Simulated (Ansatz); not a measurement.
A calculation on zinc-blende CdSe returned lattice constant a 6.109 Å, bulk modulus 54.7 GPa, cohesive energy 2.53 eV/atom, band gap 2.39 eV.

For reference: lattice constant a 6.077 Å (measured, room temperature, no zero-point or thermal correction, our sources range from 6.052 to 6.084; as tabulated in arXiv:1206.3780); cohesive energy 2.46 eV/atom (measured, temperature not stated, no zero-point or thermal correction; as tabulated in Verma et al. (2010), arXiv:1001.1248).

Which level of theory produced these numbers?
(A) PBE0 (Ansatz, a first-principles code)
(B) LDA (Ansatz)
(C) r²SCAN0 (Ansatz)
(D) B3LYP (VWN-RPA form) (Ansatz)

C, r²SCAN0 (Ansatz)

The others give: B3LYP (VWN-RPA form) 6.238 Å, 44.9 GPa, 2.04 eV/atom, 1.52 eV; LDA 6.008 Å, 58.0 GPa, 3.07 eV/atom, 0.41 eV; PBE0 6.139 Å, 51.1 GPa, 2.39 eV/atom, 2.06 eV.

Unless a cell is named, each level is at its own relaxed cell (B3LYP (VWN-RPA form) 30.34, LDA 27.10, PBE0 28.91, r²SCAN0 28.50 Å³/atom).

Levels without +SOC have no spin–orbit coupling; where heavier elements are present it shifts gaps, mostly down, and can invert bands. Density-functional gaps are differences of (generalised) Kohn–Sham levels.

Ansatz's density-functional and Hartree–Fock values are scalar-relativistic unless marked +SOC, with PAW data made under PBE.
